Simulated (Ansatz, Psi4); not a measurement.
SiO2 (silicon dioxide molecule): methods side by side

SiO2: 3 atoms, total charge 0, spin state singlet. As SMILES, `O=[Si]=O`. The shape is that of a PBE0-D4/def2-TZVP optimisation.

```xyz
3

O     0.6977    1.2296    0.5188
Si    0.0000    0.0000    0.0000
O    -0.6977   -1.2296   -0.5188
```

Each level gives the HOMO–LUMO gap (eV). The values are calculated.

```tsv
level	kind	program	value (eV)	CPU time
HF/cc-pVTZ	Hartree–Fock	Psi4	14.00	41 s
PBE/cc-pVTZ	GGA	Ansatz	4.05	3 s
r2SCAN0/cc-pVTZ	hybrid meta-GGA	Ansatz	6.93	6.4 s
HSE06/cc-pVTZ	range-separated hybrid	Psi4	5.74	49 s
wB97X-V/cc-pVTZ	range-separated hybrid	Psi4	11.22	61 s
wB97X/cc-pVTZ	range-separated hybrid	Ansatz	11.22	10 s
B2PLYP/cc-pVTZ (density fitting for correlation)	double hybrid	Psi4	9.25	21 s
PBE-QIDH/cc-pVTZ	double hybrid	Ansatz	11.03	5.1 s
```

The values span 4.05 to 14.00 eV. Orbital gaps aren't excitation energies, and those of double hybrids come from the SCF part alone; they tend to grow with the share of exact exchange. CPU times are rough (shared hosts, several kinds of processor and program).
